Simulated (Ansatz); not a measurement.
# C₆H₁₄: a ladder of functionals and wavefunction methods

Aim: compute C₆H₁₄ with functionals from several rungs and with coupled cluster. The yardstick is the atomisation energy at the CCSD(T) limit.

Program: Ansatz 0.2.0, Gaussian basis. Level of theory: functionals in def2-TZVPP, the program's frozen cores in correlated methods. These are calculated values, not measurements.

Plan: LDA (SPW92), PBE-D4, revPBE-D4, BLYP-D4, r2SCAN-D4, B97M-V, PBE0-D4, B3LYP-D4, r2SCANh-D4, r2SCAN0-D4, HSE06-D4, BHLYP-D4, CAM-B3LYP-D4, LC-ωPBE, ωB97X-V, ωB97M-V, B2PLYP, PBE-QIDH; CCSD(T)/def2-SVP; CCSD(T)/def2-TZVPP; MP2/def2-QZVPP; extrapolation to the limit; RPA on PBE.

## Step 1: Structure used throughout

The geometry comes from an earlier relaxation with PBE0-D4 in a triple-zeta def2 set; it is a stationary point, not always the lowest conformer.

SMILES `CC(C)C(C)C`, 20 atoms, charge 0, spin multiplicity 1.

Atoms are counted from 1 here; the program's logs count them from 0.

Bond lengths: C1–C2 1.522 Å, C1–H7 1.093 Å, C1–H8 1.094 Å, C1–H9 1.093 Å, C2–C3 1.523 Å, C2–C4 1.539 Å, C2–H10 1.098 Å, C3–H11 1.092 Å, C3–H12 1.093 Å, C3–H13 1.093 Å, C4–C5 1.522 Å, C4–C6 1.523 Å, C4–H14 1.098 Å, C5–H15 1.094 Å, C5–H16 1.093 Å, C5–H17 1.093 Å, C6–H18 1.092 Å, C6–H19 1.093 Å and more. Angles: C2–C1–H7 111.4°, C2–C1–H8 111.5°, C2–C1–H9 110.9°, H7–C1–H8 107.8°, H7–C1–H9 107.8°, H8–C1–H9 107.2°, C1–C2–C3 110.4°, C1–C2–C4 111.9°, C1–C2–H10 107.2°, C3–C2–C4 113.6°, C3–C2–H10 107.4°, C4–C2–H10 105.9°, C2–C3–H11 112.2°, C2–C3–H12 110.4°, C2–C3–H13 111.3°, H11–C3–H12 107.5°, H11–C3–H13 107.9°, H12–C3–H13 107.2° and more.

## Step 2: LDA

This LDA is Slater exchange with PW92 correlation.

Input file in.yaml:

```yaml
crystal:
  periodic: [false, false, false]
  atoms:
    - {symbol: C, position_ang: [-0.857181, -1.681511, -0.726950]}
    - {symbol: C, position_ang: [0.238980, -0.836728, -0.092493]}
    - {symbol: C, position_ang: [1.241384, -0.389008, -1.148315]}
    - {symbol: C, position_ang: [-0.339482, 0.321496, 0.739708]}
    - {symbol: C, position_ang: [0.717673, 0.966290, 1.625392]}
    - {symbol: C, position_ang: [-1.048183, 1.379525, -0.095955]}
    - {symbol: H, position_ang: [-1.581312, -2.020792, 0.018843]}
    - {symbol: H, position_ang: [-1.402446, -1.122157, -1.492351]}
    - {symbol: H, position_ang: [-0.436133, -2.566121, -1.211702]}
    - {symbol: H, position_ang: [0.774835, -1.479690, 0.618678]}
    - {symbol: H, position_ang: [2.053897, 0.203446, -0.722230]}
    - {symbol: H, position_ang: [1.690533, -1.255754, -1.639785]}
    - {symbol: H, position_ang: [0.759443, 0.210529, -1.925466]}
    - {symbol: H, position_ang: [-1.088840, -0.130181, 1.403606]}
    - {symbol: H, position_ang: [1.473813, 1.488395, 1.032361]}
    - {symbol: H, position_ang: [0.267745, 1.702877, 2.296069]}
    - {symbol: H, position_ang: [1.230501, 0.221965, 2.240757]}
    - {symbol: H, position_ang: [-1.828571, 0.951998, -0.729154]}
    - {symbol: H, position_ang: [-1.521396, 2.122637, 0.550865]}
    - {symbol: H, position_ang: [-0.345282, 1.912785, -0.741897]}
basis:
  gaussian: {orbitals: def2-TZVPP}
hamiltonian: {xc: lda}
output: {orbitals: {seedname: orbitals}}
```

On the command line:

```
> ansatz run in.yaml --threads 2 --pin off --events-out ev --progress --plain --max-ram 32768MiB --backend cuda --devices 0, --max-vram 18GiB
```

The runs that follow: PBE-D4 (GGA); revPBE-D4 (GGA); BLYP-D4 (GGA); r2SCAN-D4 (meta-GGA); B97M-V (meta-GGA); PBE0-D4 (hybrid); B3LYP-D4 (hybrid); r2SCANh-D4 (hybrid); r2SCAN0-D4 (hybrid); HSE06-D4 (hybrid); BHLYP-D4 (hybrid); CAM-B3LYP-D4 (range-separated); LC-ωPBE (range-separated); ωB97X-V (range-separated); ωB97M-V (range-separated); B2PLYP (double hybrid); PBE-QIDH (double hybrid); CCSD(T) in def2-SVP; CCSD(T) in def2-TZVPP; MP2 in def2-QZVPP; RPA on PBE orbitals.

Q: Predict the results of all the runs planned. Wanted: atomisation energy, CCSD(T)/CBS; farthest beyond LDA; mean size of error, GGA; mean size of error, meta-GGA; mean size of error, hybrid; mean size of error, range-separated; mean size of error, double hybrid; gap, smallest and largest; T1 diagnostic.

As calculated:

| quantity | value |
| --- | --- |
| atomisation energy, CCSD(T)/CBS | 7913.0 kJ/mol |
| functionals within 39.6 kJ/mol (0.5 %) | revPBE-D4, r2SCAN-D4, B97M-V, B3LYP-D4, r2SCANh-D4, CAM-B3LYP-D4, LC-ωPBE, ωB97X-V, ωB97M-V, PBE-QIDH |
| farthest beyond LDA | BHLYP-D4 (-146.1 kJ/mol) |
| mean size of error, GGA | 67.3 kJ/mol |
| mean size of error, meta-GGA | 11.6 kJ/mol |
| mean size of error, hybrid | 50.7 kJ/mol |
| mean size of error, range-separated | 18.8 kJ/mol |
| mean size of error, double hybrid | 40.0 kJ/mol |
| gap, smallest and largest | 7.43 eV (LDA (SPW92)), 14.46 eV (LC-ωPBE) |
| T1 diagnostic | 0.0085 |
| triples share of the correlation energy | 3.7 % |

What this shows: The LDA atomisation energy is off by 1008.5 kJ/mol (13 %): it overbinds. PBE-D4 misses by +117.7 kJ/mol. Double hybrids carry the basis error of their MP2 part in triple zeta, and no dispersion term here, so their miss is partly the set-up's. The rungs meta-GGA, range-separated miss on average by less than the doubt on the reference (39.6 kJ/mol), so they tie. The reference freezes the cores and leaves out relativity and excitations past (T), so misses under about 39.6 kJ/mol can't be ranked. Hartree-Fock recovers 76 % of the binding; the rest is correlation. CCSD(T) in def2-SVP is off by -270.1 kJ/mol, worse than the median functional, from the basis alone. The gap grows from 7.4 to 14.5 eV across the functionals, mostly with the share of exact exchange.
